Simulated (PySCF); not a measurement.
Species: C4H4FN.
Geometry (GFN2-xTB, Å), atoms numbered from 1 in this order:
```xyz
10
C4H4FN angstrom
N     -2.4093    1.6287    0.3717
C     -1.7270    0.7446    0.1338
C     -0.8559   -0.3715   -0.1590
C      0.4976   -0.1441    0.4437
C      1.5966   -0.0568   -0.2802
F      2.7957    0.1424    0.2831
H     -1.3111   -1.2722    0.2665
H     -0.7864   -0.4867   -1.2438
H      0.5453   -0.0379    1.5178
H      1.6635   -0.1419   -1.3561
```

The calculation used PBE0/def2-SVPD in PySCF (dipole) on a GFN2-xTB geometry, gas phase.

Masses are those of the commonest isotopes; rigid-rotor values at the optimised geometry. The values belong to one conformer with, in the numbering `[N:1]#[C:2][CH2:3]/[CH:4]=[CH:5]/[F:6]`, C2–C3–C4–C5 -118°.

**Question.** Give the principal moments of inertia and the rotational constants in MHz.

**Answer.** Ia = 37.71, Ib = 334.33, Ic = 354.02 u·Å²; 505379 MHz·u·Å²/I gives A = 13401, B = 1512, C = 1428 MHz.

**Question.** What kind of rotor is it?

**Answer.** A near-prolate asymmetric top. Ray's parameter κ = (2B − A − C)/(A − C) = -0.986; −1 is the prolate and +1 the oblate limit.

**Question.** Is it planar, by Δ = Ic − Ia − Ib?

**Answer.** Not planar: Δ = Ic − Ia − Ib = -18.03 u·Å². For a rigid frame Δ = −2 Σ m c², so Σ m c² = 9.01 u·Å² lies off the ab plane: 5.24 from hydrogen and 3.77 from heavier atoms. The atom farthest from that plane is 1.39 Å away.

**Question.** Give the other two planar moments, Paa and Pbb, and the rms extents of the mass along the axes.

**Answer.** Paa = Σ m a² = (Ib + Ic − Ia)/2 = 325.32 and Pbb = Σ m b² = (Ia + Ic − Ib)/2 = 28.70 u·Å². With the mass M = 85.03 u, the rms extents √(P/M) along a, b and c are 1.96, 0.58, 0.33 Å.

**Question.** List the rotational levels J(Ka,Kc) to J = 2 (K).

**Answer.** Above 0(0,0), as E/k:
J = 1: 1(0,1) 0.141, 1(1,1) 0.712, 1(1,0) 0.716
J = 2: 2(0,2) 0.423, 2(1,2) 0.990, 2(1,1) 1.002, 2(2,1) 2.714, 2(2,0) 2.714

**Question.** Which types of transition are allowed, and where do some lines up to J = 3 fall?

**Answer.** The dipole components are |μa| = 1.86 D, |μb| = 3.10 D, |μc| = 0.25 D. Intensities carry the squares of the components, which stand as 0.36 : 1.00 : 0.01 (a : b : c). Some lines, for components of 0.1 D or more:

```
type  branch         J(Ka,Kc)    MHz  lower level (cm⁻¹)
   a       R  2(1,2) ← 1(1,1)   5794               0.495
   a       R  2(0,2) ← 1(0,1)   5878               0.098
   a       R  3(2,2) ← 2(2,1)   8818               1.886
   a       R  3(2,1) ← 2(2,0)   8819               1.886
   c       Q  3(1,3) ← 3(0,3)  11682               0.588
   c       Q  2(1,2) ← 2(0,2)  11806               0.294
   c       R  1(1,0) ← 0(0,0)  14913               0.000
   b       Q  3(2,1) ← 3(1,2)  35546               0.995
   b       Q  2(2,1) ← 2(1,2)  35921               0.688
   b       R  2(2,1) ← 1(1,0)  41632               0.497
   c       R  2(2,0) ← 1(1,0)  41632               0.497
   b       R  2(2,0) ← 1(1,1)  41716               0.495
   b       R  3(2,1) ← 2(1,2)  44741               0.688
   c       Q  3(3,1) ← 3(2,1)  59657               2.180
   b       Q  3(3,0) ← 3(2,1)  59657               2.180
   b       R  3(3,1) ← 2(2,0)  68476               1.886
   c       R  3(3,1) ← 2(2,1)  68476               1.886
```

No frequency check. No vibrational averaging or centrifugal distortion is included, and the geometry carries the error of its method. Quadrupole hyperfine structure (14N) is left out.
